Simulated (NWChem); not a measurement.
System: dichloromethane (CH2Cl2); SMILES ClCCl

Here is an NWChem input.

```
start job
memory heap 200 mb stack 900 mb global 1100 mb
geometry units angstroms noautoz
  Cl     1.477601     0.000000     0.207438
  C      0.000000     0.000000    -0.763020
  Cl    -1.477601     0.000000     0.207438
  H      0.000000     0.901498    -1.385988
  H      0.000000    -0.901498    -1.385988
end
basis spherical
  * library def2-svpd
end
dft
  xc b3lyp
  iterations 150
  mulliken
end
task dft energy
```

Geometry: optimised at PBE0/def2-SVP.

Question: Give the results of this calculation. (B3LYP/def2-SVPD.) Quantities: basis functions; energy (Ha); highest occupied level (eV); orbital gap (eV); dipole (D).

Answer: 
```json
{
  "number_of_basis_functions": "90",
  "energy (Ha)": "-959.43",
  "highest occupied level (eV)": "-8.56",
  "orbital gap (eV)": "7.94",
  "dipole (D)": "1.65"
}
```
